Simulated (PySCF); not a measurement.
## Carbon: a sound run and one with changed settings

Sound run: C [He] 2s2 2p2, C⁺ [He] 2s2 2p1. Calculation: PySCF 2.14, in cc-pVDZ (3s2p1d, 14 functions); no relativity, point nucleus. The sound run starts from symmetry-adapted Hartree-Fock orbitals and uses a fine grid where one is needed.

Changed run: initial guess 1e, at most 2 SCF cycles. This setting is unsound on purpose.

| species | method | sound run (hartree) | changed run (hartree) | converged |
| --- | --- | --- | --- | --- |
| C | UHF | -37.68654 | -37.68596 | no |
| C | M06-2X | -37.83656 | -37.83110 | no |
| C | M06-L | -37.84182 | -37.79692 | no |
| C⁺ | UHF | -37.28953 | -37.28909 | no |
| C⁺ | M06-2X | -37.42102 | -37.42101 | no |
| C⁺ | M06-L | -37.41867 | -37.41847 | no |

The SCF was stopped early; the energies are upper bounds that still move, and correlated levels were skipped or rest on poor orbitals.
